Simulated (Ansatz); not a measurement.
# One elementary step

Start structure (Si2NH9, closed shell), relaxed at PBE0-D4/def2-TZVP:

```
12
angstrom
Si -1.5503 -0.2391 0.0108
Si 0.4016 -1.4228 0.5092
H -1.5672 0.2028 -1.4095
H -1.6993 0.9516 0.8898
H -2.7596 -1.0895 0.2186
H 1.9618 1.4074 -0.0971
N 1.0138 1.4599 -0.4495
H 1.1587 -0.7774 1.6146
H 0.0814 -2.8124 0.9525
H 1.2834 -1.5379 -0.6830
H 1.0683 1.5385 -1.4576
H 0.6075 2.3187 -0.0987
```

The step: Si₂H₆ ([SiH3][SiH3]) + NH₃ → SiNH₅ ([NH2][SiH3]) + SiH₄; bonds formed: Si1–N7, Si2–H6; bonds broken: Si1–Si2, H6–N7. Ansatz 0.2.0; basis: def2-TZVPP and def2-QZVPP; cores frozen in the correlated methods. Extrapolation: Hartree–Fock as exp(−7.88 √X), correlation as X^−2.97. Energies below are by CCSD(T) at an estimated basis limit (MP2 extrapolated from triple and quadruple zeta, plus CCSD(T) − MP2 in triple zeta).

(1) What are the electronic barrier and the energy of the step, from the start structure to the end structure? (An estimate is asked for; the value comes from the calculation.)

T1 diagnostic: at most 0.013.

Answers

(1) Computed: Barrier 43.96 kcal/mol; step energy -7.36 kcal/mol (downhill); reverse barrier, their difference, 51.32 kcal/mol. Barrier and step energy count from the start structure, the reverse barrier from the end structure.

The saddle point: One imaginary mode of 343i cm⁻¹.
| pair | start (Å) | saddle (Å) | end (Å) |
| --- | --- | --- | --- |
| Si1–N7 | 3.11 | 1.87 | 1.72 |
| Si2–H6 | 3.29 | 2.20 | 1.48 |
| Si1–Si2 | 2.34 | 3.03 | 4.13 |
| H6–N7 | 1.01 | 1.10 | 3.43 |

Zero-point energy (harmonic, PBE0-D4): ZPE is 53.80 kcal/mol at the start and 52.22 kcal/mol at the saddle, so the barrier goes from 43.96 to 42.38 kcal/mol.

Labels in which every atom is bracketed show which atoms are joined, not bond orders.

For scale, one of the runs: CCSD(T)/def2-TZVPP, 241 basis functions, launched by `ansatz run in.yaml --threads 4 --pin off --events-out ev --progress --plain --max-ram 9574MiB`. The run took 74 s on 4 CPU threads of an Arm Neoverse V1 (shared host), with 4.3 GiB of host memory at its peak.
